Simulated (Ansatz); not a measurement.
How methods differ on [BPH4]− (SMILES [BH2-]P)

The species is [BPH4]− (6 atoms), meant as a doublet with charge -1. SMILES: `[BH2-]P`. Geometry: relaxed at GFN2-xTB.

```xyz
6

B     0.0583   -0.9045   -0.0634
P     0.5945    0.8594   -0.0697
H    -1.0748   -1.2266    0.1373
H     0.8875   -1.7334   -0.2663
H    -0.4220    1.5536   -0.8165
H    -0.0435    1.4515    1.0785
```

Quantity: the energy change with the B1–H4 bond stretched from 1.190 to 1.487 Å, in eV. The values are calculated.

| level | kind | program | value (eV) | less FCI/STO-3G |
| --- | --- | --- | --- | --- |
| UHF/STO-3G | Hartree–Fock | Ansatz | 1.10 | +0.27 |
| U-revPBE/STO-3G | GGA | Ansatz | 0.81 | -0.02 |
| UBHLYP/STO-3G | global hybrid | Ansatz | 1.01 | +0.18 |
| UPBE0/STO-3G | global hybrid | Ansatz | 0.94 | +0.11 |
| U-wB97X/STO-3G | range-separated hybrid | Ansatz | 0.94 | +0.11 |
| UCCSD/STO-3G | coupled cluster or CI | Ansatz | 0.84 | +0.01 |
| UCCSDTQ/STO-3G | coupled cluster or CI | Ansatz | 0.83 | 0.00 |
| FCI/STO-3G | exact in the basis | Ansatz | 0.83 | 0.00 |

FCI/STO-3G is exact within its basis and frozen core, so for wave-function methods in that basis the difference is their error; functionals converge differently with the basis, so for them it is only a difference. Sets without diffuse functions describe the anion poorly. The first shape isn't each level's own minimum. The values span 0.81 to 1.10 eV. All rows use very small basis sets, so even the best lies far from the true value.
